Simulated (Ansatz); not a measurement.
Relaxation of CH6AlF (9 atoms, charge 0, multiplicity 1), to a largest force component of 0.03 eV/Å in at most 50 steps.

All numbers below come from RKS LDA/def2-SVP in Ansatz.

```xyz
9
Properties=species:S:1:pos:R:3
Al -0.047 -0.413 -0.509
C -0.046 -0.245 2.647
H -0.978 -0.186 3.241
H 0.819 -0.459 3.303
H 0.125 0.738 2.153
H 1.430 0.129 -0.760
H -1.419 0.355 -0.765
F -0.175 -2.011 0.001
H -0.140 -1.068 1.904
```

Task: Where does it end, and by what steps?

Result: The run converged. The force dipped under the threshold on the way, but the program's further checks kept it going. After 17 steps the energy has fallen by 0.174 eV; H3 moved furthest, 0.63 Å.

| step | energy less start (eV) | largest force component (eV/Å) | accepted |
| --- | --- | --- | --- |
| 0 | 0.0000 | 0.343 | yes |
| 1 | -0.0436 | 0.871 | yes |
| 2 | -0.1318 | 0.627 | yes |
| 3 | -0.1430 | 0.282 | yes |
| 4 | 0.0023 | 1.158 | no |
| 5 | -0.1647 | 0.067 | yes |
| 6 | -0.1651 | 0.082 | yes |
| 7 | -0.1662 | 0.021 | yes |
| 8 | -0.1669 | 0.040 | yes |
| 9 | -0.1571 | 0.503 | no |
| 10 | -0.1681 | 0.051 | yes |
| 11 | -0.1690 | 0.135 | yes |
| 12 | -0.1689 | 0.197 | no |
| 13 | -0.1716 | 0.065 | yes |
| 14 | -0.1727 | 0.051 | yes |
| 15 | -0.1733 | 0.044 | yes |
| 16 | -0.1737 | 0.038 | yes |
| 17 | -0.1738 | 0.010 | yes |

```xyz
9
Properties=species:S:1:pos:R:3
Al -0.092 -0.395 -0.114
C -0.023 -0.254 2.395
H -1.023 0.116 2.687
H 0.611 -0.433 3.286
H 0.516 0.525 1.803
H 1.300 0.304 -0.460
H -1.528 0.293 -0.174
F -0.077 -2.076 -0.085
H -0.114 -1.240 1.877
```

Run time: 21 s on 1 thread of Arm Neoverse V2, with other jobs on the host, peak memory 0.13 GiB.
